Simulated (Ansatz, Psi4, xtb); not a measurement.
Dimer: CH4 (SMILES C) (first 5 atoms) with CH4 (SMILES C); geometry from NCB31 set.
(charge 0, multiplicity 1):
```xyz
10

C      0.00000     0.00000     1.80728
H      0.00000     1.02664     1.44240
H     -0.88910    -0.51332     1.44240
H      0.00000     0.00000     2.89684
H      0.88910    -0.51332     1.44240
C      0.00000     0.00000    -1.80728
H      0.88910     0.51332    -1.44240
H      0.00000     0.00000    -2.89684
H     -0.88910     0.51332    -1.44240
H      0.00000    -1.02664    -1.44240
```

Interaction energies are E(AB) − E(A) − E(B) at the monomers' geometry in the complex; basis-set methods are counterpoise corrected.

Frozen-core correlation.

The values were computed with Ansatz (Gaussian orbitals); Psi4 for SAPT; xtb for the GFN methods. Each number belongs to the level named beside it.

Question: Give the interaction energy at the level GFN2-xTB.

Answer: -0.4 kcal/mol

Ansatz is a quantum-chemistry and plane-wave program.
